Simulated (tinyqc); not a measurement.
Inside a calculation. Method: MP2 on RHF in the sto-3g basis, frozen core, for H3O+, spin multiplicity 1. One step of it, computed by the program tinyqc.

Task: Iteration 1: diagonalisation and new density. Diagonalise F' = X^T F X, C = X C', fill 5 alpha and 5 beta electrons from the bottom; D = 2 C_occ C_occ^T. Each column has its largest component positive (the first on a tie).

Fock matrix F (hartree), order 1O 1s, 1O 2s, 1O 2px, 1O 2py, 1O 2pz, 2H 1s, 3H 1s, 4H 1s:
$$\begin{pmatrix}
-21.598495 & -5.451375 & 0.000001 & 0.000000 & 0.004026 & -0.949788 & -0.949331 & -0.949331 \\
-5.451375 & -3.333996 & 0.000010 & 0.000000 & 0.041981 & -1.147702 & -1.147326 & -1.147326 \\
0.000001 & 0.000010 & -1.113394 & 0.000000 & 0.000001 & -0.589070 & 0.294709 & 0.294709 \\
0.000000 & 0.000000 & 0.000000 & -1.113223 & 0.000000 & 0.000000 & -0.509899 & 0.509899 \\
0.004026 & 0.041981 & 0.000001 & 0.000000 & -0.999176 & 0.105815 & 0.105776 & 0.105776 \\
-0.949788 & -1.147702 & -0.589070 & 0.000000 & 0.105815 & -0.858893 & -0.361480 & -0.361480 \\
-0.949331 & -1.147326 & 0.294709 & -0.509899 & 0.105776 & -0.361480 & -0.858637 & -0.361632 \\
-0.949331 & -1.147326 & 0.294709 & 0.509899 & 0.105776 & -0.361480 & -0.361632 & -0.858637
\end{pmatrix}$$

X, order 1O 1s, 1O 2s, 1O 2px, 1O 2py, 1O 2pz, 2H 1s, 3H 1s, 4H 1s:
$$\begin{pmatrix}
1.024490 & -0.144110 & 0.000001 & 0.000000 & 0.002889 & 0.018557 & 0.018551 & 0.018551 \\
-0.144110 & 1.230760 & 0.000003 & 0.000000 & -0.028283 & -0.221452 & -0.221331 & -0.221331 \\
0.000001 & 0.000003 & 1.090155 & 0.000000 & -0.000001 & -0.224780 & 0.112422 & 0.112422 \\
0.000000 & 0.000000 & 0.000000 & 1.090035 & 0.000000 & 0.000000 & -0.194552 & 0.194552 \\
0.002889 & -0.028283 & -0.000001 & 0.000000 & 1.003831 & 0.030108 & 0.030088 & 0.030088 \\
0.018557 & -0.221452 & -0.224780 & 0.000000 & 0.030108 & 1.139648 & -0.049993 & -0.049993 \\
0.018551 & -0.221331 & 0.112422 & -0.194552 & 0.030088 & -0.049993 & 1.139558 & -0.050024 \\
0.018551 & -0.221331 & 0.112422 & 0.194552 & 0.030088 & -0.049993 & -0.050024 & 1.139558
\end{pmatrix}$$

Give: F' = X^T F X; orbital energies; coefficients C; D after iteration 1.

Result:

F' = X^T F X (hartree):
$$\begin{pmatrix}
-21.220 & -2.722 & 0.000 & 0.000 & 0.010 & -0.122 & -0.122 & -0.122 \\
-2.722 & -2.103 & 0.000 & 0.000 & -0.011 & -0.454 & -0.454 & -0.454 \\
0.000 & 0.000 & -0.928 & 0.000 & 0.000 & -0.403 & 0.201 & 0.201 \\
0.000 & 0.000 & 0.000 & -0.928 & 0.000 & 0.000 & -0.349 & 0.349 \\
0.010 & -0.011 & 0.000 & 0.000 & -0.991 & 0.058 & 0.058 & 0.058 \\
-0.122 & -0.454 & -0.403 & 0.000 & 0.058 & -0.410 & -0.094 & -0.094 \\
-0.122 & -0.454 & 0.201 & -0.349 & 0.058 & -0.094 & -0.410 & -0.094 \\
-0.122 & -0.454 & 0.201 & 0.349 & 0.058 & -0.094 & -0.094 & -0.410
\end{pmatrix}$$

orbital energies (hartree): MO1 -21.605, MO2 -2.097, MO3 -1.202, MO4 -1.202, MO5 -1.002, MO6 -0.208, MO7 -0.041, MO8 -0.041

coefficients C, order 1O 1s, 1O 2s, 1O 2px, 1O 2py, 1O 2pz, 2H 1s, 3H 1s, 4H 1s:
$$\begin{pmatrix}
0.995 & -0.247 & 0.000 & 0.000 & -0.022 & -0.141 & 0.000 & 0.000 \\
0.022 & 0.937 & 0.000 & 0.000 & 0.110 & 0.891 & 0.000 & 0.000 \\
0.000 & 0.000 & 0.819 & 0.000 & 0.000 & 0.000 & 0.000 & -0.771 \\
0.000 & 0.000 & 0.000 & 0.819 & 0.000 & 0.000 & -0.770 & 0.000 \\
-0.001 & -0.033 & 0.000 & 0.000 & 0.989 & -0.181 & 0.000 & 0.000 \\
-0.003 & 0.069 & 0.276 & 0.000 & -0.045 & -0.635 & 0.000 & 0.958 \\
-0.003 & 0.069 & -0.138 & 0.239 & -0.045 & -0.635 & 0.830 & -0.479 \\
-0.003 & 0.069 & -0.138 & -0.239 & -0.045 & -0.635 & -0.830 & -0.479
\end{pmatrix}$$

D after iteration 1, order 1O 1s, 1O 2s, 1O 2px, 1O 2py, 1O 2pz, 2H 1s, 3H 1s, 4H 1s:
$$\begin{pmatrix}
2.103 & -0.423 & 0.000 & 0.000 & -0.028 & -0.039 & -0.039 & -0.039 \\
-0.423 & 1.780 & 0.000 & 0.000 & 0.155 & 0.120 & 0.119 & 0.119 \\
0.000 & 0.000 & 1.341 & 0.000 & 0.000 & 0.452 & -0.226 & -0.226 \\
0.000 & 0.000 & 0.000 & 1.341 & 0.000 & 0.000 & 0.391 & -0.391 \\
-0.028 & 0.155 & 0.000 & 0.000 & 1.957 & -0.094 & -0.094 & -0.094 \\
-0.039 & 0.120 & 0.452 & 0.000 & -0.094 & 0.166 & -0.062 & -0.062 \\
-0.039 & 0.119 & -0.226 & 0.391 & -0.094 & -0.062 & 0.166 & -0.062 \\
-0.039 & 0.119 & -0.226 & -0.391 & -0.094 & -0.062 & -0.062 & 0.166
\end{pmatrix}$$
